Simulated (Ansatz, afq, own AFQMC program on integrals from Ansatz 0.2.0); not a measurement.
**Where AFQMC and coupled cluster stand for SiH2O⁺, doublet**

```json
{"atom": "Si", "x (Å)": "0.0000", "y (Å)": "-0.1186", "z (Å)": "0.6062"}
{"atom": "O", "x (Å)": "0.0000", "y (Å)": "0.1621", "z (Å)": "-1.0273"}
{"atom": "H", "x (Å)": "0.0000", "y (Å)": "1.3666", "z (Å)": "0.9807"}
{"atom": "H", "x (Å)": "0.0000", "y (Å)": "-0.6354", "z (Å)": "-1.5633"}
```

Connectivity, by distances: SiH–OH.

Basis cc-pVDZ. Noble-gas cores (and the filled d shells of Ga–Kr and In–Xe) are frozen. Ansatz 0.2.0 and our own AFQMC program on the same integrals; the CISD trial comes from CCSD amplitudes, and released means the phaseless constraint is let go. ± is one standard error of the sampling.

Determinant: UHF, the one that the program's search chose, which needn't be the lowest solution. The geometry is a PBE0/def2-TZVP stationary point of this or a neighbouring charge and spin state.

No full CI on the walks' own integrals is used here; CCSDT(Q) serves as the reference and is uncertain by about the last step of the cluster series.

Cautions: the released energies move by 1.5 errors or more from one time to the next, so no released level is given (meV from the phaseless value at times in 1/Eh: -5 ± 4 at 0.24, -1 ± 3 at 0.51, -9 ± 7 at 0.99, -5 ± 3 at 1.62, -21 ± 5 at 2.40), though the last usable value meets CCSDT(Q) within the noise.

The T1 diagnostic is 0.0274 and the weight of the determinant in the CISD state is 0.888. The ⟨S²⟩ of the determinant is 0.771 and the size of the correlated space is 11 electrons in 36 orbitals.

Reference: CCSDT(Q), correlation energy -7.729 eV.

```csv
level,E − E(reference) (kJ/mol),share of correlation (%)
HF,745.7,0.00
MP2,71.7,90.39
CCSD,26.1,96.50
CCSD(T),4.9,99.34
CCSDT,2.6,99.65
ph-AFQMC/CISD,1.1 ± 0.5,99.85
```

A walk keeps the symmetry of its determinant, which the program's search chose and which needn't be the lowest solution, so a lower state of the same spin and another symmetry isn't excluded.
